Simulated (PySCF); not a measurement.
Gas-phase thermal properties of BHCl2

Energies from PySCF (xtb for GFN2), thermal terms from the rigid-rotor harmonic-oscillator model, ideal gas at 1 bar. 6-31G* has spherical d functions here. All species are closed-shell singlets. B3LYP is the form with VWN-RPA correlation. The harmonic model lacks anharmonicity and excited electronic states, which grow with temperature; levels with a mode under 35 cm⁻¹ are left out.

```tsv
level	point group	σ	ZPE (kJ/mol)	S°298 (J/mol/K)	Cp298 (J/mol/K)	S°1000 (J/mol/K)	H1000 − H298 (kJ/mol)
B3LYP/6-31G*	C2v	2	39.4	268.1	49.5	343.6	45.4
GFN2-xTB	C2v	2	35.9	269.4	52.3	347.5	46.8
HF/6-31G*	C2v	2	41.6	267.2	48.2	341.2	44.6
PBE/def2-SVP	C2v	2	38.1	268.6	50.0	344.7	45.8
PBE0/def2-TZVP	C2v	2	39.1	268.0	49.5	343.6	45.5
```
σ: rotational symmetry number. Electronic degeneracy used: 1. Frequencies are unscaled.
